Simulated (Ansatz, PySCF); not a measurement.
## Rock-salt MgO: smallest direct gap on the k points sampled by level of theory

No measured value is used here.

```csv
level (code),value (eV)
LDA (Ansatz),4.69
PBE (Ansatz),___
r²SCAN (Ansatz),5.67
B3LYP (VWN-RPA form) (Ansatz),7.04
PBE0 (Ansatz),7.26
Hartree–Fock (PySCF),___
G0W0@PBE (PySCF),7.32 ± 0.1
```

Problem. Fill in the missing entries.

Solution. 
- PBE (Ansatz, a quantum-chemistry and plane-wave program), value (eV): 4.78
- Hartree–Fock (PySCF), value (eV): 15.79 ± 0.1

Computed values are for a static lattice.  A ± on a computed value is a rough bar: the spread of its extrapolation, a floor set from checks against published values, or a statistical error. Values are at the measured cell. Cutoffs and k meshes differ between the levels. Ansatz's density-functional and Hartree–Fock values are scalar-relativistic unless marked +SOC, with PAW data made under PBE.
